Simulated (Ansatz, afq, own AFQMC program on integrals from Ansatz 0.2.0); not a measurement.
PN, singlet in 6-31G, levels against full CI

```xyz
2

N     0.0000    0.0000    0.0000
P     0.0000    0.0000    1.4794
```

Basis 6-31G. Only valence electrons are correlated. Ansatz 0.2.0 and our own AFQMC program on the same integrals; the CISD trial comes from CCSD amplitudes, and released means the phaseless constraint is let go. Error bars are statistical, one sigma.

Determinant: UHF, the one that the program's search chose, which needn't be the lowest solution. The geometry is a PBE0/def2-TZVP stationary point of this or a neighbouring charge and spin state.

Full CI on the same integrals is exact in this basis and with this determinant's frozen core.

Cautions: strong correlation (T1 0.116, weight of the determinant 0.65, largest double 0.17); unrestricted determinant spin contaminated (⟨S²⟩ 0.77 against 0.00).

```
T1 diagnostic                               : 0.1162
weight of the determinant in the CISD state : 0.655
⟨S²⟩ of the determinant                     : 0.766
size of the correlated space                : 10 electrons in 16 orbitals
```

Reference: full CI, correlation energy -5.352 eV. The released energy is read at 2.40 1/Eh (meV from the phaseless value at times in 1/Eh: -17 ± 17 at 0.24, -21 ± 15 at 0.51, -15 ± 18 at 0.99, -39 ± 16 at 1.62, -23 ± 17 at 2.40). The cautions show a poor starting determinant, so the rows tell how each method copes with it here, and full CI is the sure value.

```tsv
level	E − E(reference) (kJ/mol)	share of correlation (%)
HF	516.4	0.00
MP2	154.7	70.03
CCSD	24.6	95.23
CCSD(T)	10.0	98.07
CCSDT	7.4	98.58
CCSDT(Q)	1.5	99.72
CCSDTQ	0.9	99.83
ph-AFQMC/CISD	3.7 ± 1.5	99.28
released AFQMC	1.5 ± 1.7	99.70
```

CCSDT and higher add their correlation energy to the determinant of the CCSD(T) run, since their own runs factorise the integrals more tightly (a shift of under 2 meV). A walk keeps the symmetry of its determinant, which the program's search chose and which needn't be the lowest solution, so a lower state of the same spin and another symmetry isn't excluded. Released energies are given only where the last usable release times agree within the noise; a slower fall can still hide under it.
